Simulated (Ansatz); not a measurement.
# C3H8N2: one species, many methods

How much do the methods differ for C3H8N2? The plan is to run it at one geometry with functionals of several rungs and with coupled cluster. The yardstick is the atomisation energy at the CCSD(T) limit.

Method: functionals in def2-TZVPP, the program's frozen cores in correlated methods; program: Ansatz 0.2.0, Gaussian basis.

Levels to be run: PBE-D4, r2SCAN-D4, PBE0-D4, B3LYP-D4, ωB97X-V, ωB97M-V, B2PLYP; CCSD(T)/def2-TZVPP; MP2/def2-QZVPP; extrapolation to the limit.

## (1) The geometry

An earlier PBE0-D4 in a triple-zeta def2 set relaxation fixed the geometry.

SMILES `C/N=C(\C)N`, 13 atoms, charge 0, spin multiplicity 1.

Atoms are counted from 1 here; the program's logs count them from 0.

Bond lengths: C1–N2 1.439 Å, C1–H6 1.091 Å, C1–H7 1.099 Å, C1–H8 1.099 Å, N2–C3 1.270 Å, C3–C4 1.502 Å, C3–N5 1.376 Å, C4–H9 1.093 Å, C4–H10 1.090 Å, C4–H11 1.092 Å, N5–H12 1.008 Å, N5–H13 1.005 Å. Angles: N2–C1–H6 109.2°, N2–C1–H7 112.6°, N2–C1–H8 113.1°, H6–C1–H7 107.2°, H6–C1–H8 107.3°, H7–C1–H8 107.1°, C1–N2–C3 118.5°, N2–C3–C4 125.5°, N2–C3–N5 119.1°, C4–C3–N5 115.3°, C3–C4–H9 109.9°, C3–C4–H10 112.4°, C3–C4–H11 110.3°, H9–C4–H10 108.1°, H9–C4–H11 107.0°, H10–C4–H11 108.9°, C3–N5–H12 114.1°, C3–N5–H13 117.6° and more.

Geometry (Å):

```
C    -1.7887    0.0425    0.4284
N    -0.5272    0.5684    0.8794
C     0.5209    0.2773    0.2228
C     0.5745   -0.6133   -0.9859
N     1.7174    0.8533    0.5823
H    -2.5729    0.3437    1.1245
H    -2.0725    0.4186   -0.5645
H    -1.8031   -1.0554    0.3745
H    -0.0485   -0.1988   -1.7823
H     1.5872   -0.7277   -1.3725
H     0.1739   -1.6012   -0.7476
H     1.6999    1.3128    1.4794
H     2.5596    0.3449    0.3764
```

## (2) PBE-D4 (GGA)

Contents of in.yaml:

```yaml
crystal:
  periodic: [false, false, false]
  atoms:
    - {symbol: C, position_ang: [-1.788703, 0.042455, 0.428404]}
    - {symbol: N, position_ang: [-0.527150, 0.568430, 0.879377]}
    - {symbol: C, position_ang: [0.520864, 0.277337, 0.222812]}
    - {symbol: C, position_ang: [0.574502, -0.613254, -0.985945]}
    - {symbol: N, position_ang: [1.717398, 0.853278, 0.582333]}
    - {symbol: H, position_ang: [-2.572857, 0.343711, 1.124453]}
    - {symbol: H, position_ang: [-2.072506, 0.418586, -0.564527]}
    - {symbol: H, position_ang: [-1.803072, -1.055391, 0.374457]}
    - {symbol: H, position_ang: [-0.048544, -0.198765, -1.782336]}
    - {symbol: H, position_ang: [1.587176, -0.727670, -1.372494]}
    - {symbol: H, position_ang: [0.173902, -1.601191, -0.747634]}
    - {symbol: H, position_ang: [1.699931, 1.312784, 1.479373]}
    - {symbol: H, position_ang: [2.559560, 0.344891, 0.376428]}
basis:
  gaussian: {orbitals: def2-TZVPP}
hamiltonian: {xc: pbe, dispersion: d4}
output: {forces: true, orbitals: {seedname: orbitals}}
```

Run with:

```sh
> ansatz run in.yaml --threads 4 --pin off --events-out ev --progress --plain --max-ram 10444MiB
```

The runs that follow: r2SCAN-D4 (meta-GGA); PBE0-D4 (hybrid); B3LYP-D4 (hybrid); ωB97X-V (range-separated); ωB97M-V (range-separated); B2PLYP (double hybrid); CCSD(T) in def2-TZVPP; MP2 in def2-QZVPP.

Before running them: what should the planned runs give, taken together? Wanted: atomisation energy, CCSD(T)/CBS; farthest; mean size of error, hybrid; mean size of error, range-separated; gap, smallest and largest; T1 diagnostic; triples share of the correlation energy.

As calculated:

```
                               quantity                                 value
        atomisation energy, CCSD(T)/CBS                       1207.6 kcal/mol
functionals within 6.0 kcal/mol (0.5 %)                             r2SCAN-D4
                               farthest               PBE-D4 (+39.2 kcal/mol)
             mean size of error, hybrid                         10.9 kcal/mol
    mean size of error, range-separated                          7.4 kcal/mol
              gap, smallest and largest  5.13 eV (PBE-D4), 11.65 eV (ωB97X-V)
                          T1 diagnostic                                0.0121
triples share of the correlation energy                                 4.1 %
```

In words: PBE-D4 misses by +39.2 kcal/mol. Double hybrids carry the basis error of their MP2 part in triple zeta, and no dispersion term here, so their miss is partly the set-up's. Misses under about 6.0 kcal/mol are within the doubt on the reference itself, which lacks core-valence correlation, relativity and higher excitations. Hartree-Fock recovers 71 % of the binding; the rest is correlation. Orbital gaps span 5.1 to 11.7 eV; exact exchange widens them.
